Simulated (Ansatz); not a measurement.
# doublet O2(-): levels of theory in one basis

| atom | x (Å) | y (Å) | z (Å) |
| --- | --- | --- | --- |
| O | -0.0198 | -0.0156 | -0.7037 |
| O | 0.0489 | -0.0103 | 0.6585 |

Basis set: def2-SVP (spherical functions). Left uncorrelated: 2 orbitals. Correlation on ROHF uses semicanonical orbitals with singles. Charge -1, multiplicity 2.

Computed with Ansatz (development build ahead of 0.2.0); the reference of a correlated method needn't be the lowest determinant of its kind.

| method | E − E(ROHF) (eV) | <S²> of the determinant |
| --- | --- | --- |
| ROHF | 0.00 | – |
| UHF | -0.24 | 0.77 |
| ROHF-MP2 | -10.02 | – |
| UHF-MP2 | -10.06 | 0.77 |
| ROHF-CCSD(T) | -10.46 | – |
| UHF-CCSD(T) | -10.46 | 0.77 |

Caution: no diffuse functions for an anion. Caution for ROHF-CCSD(T): the determinant is a saddle point; the amplitudes may be one of several solutions.
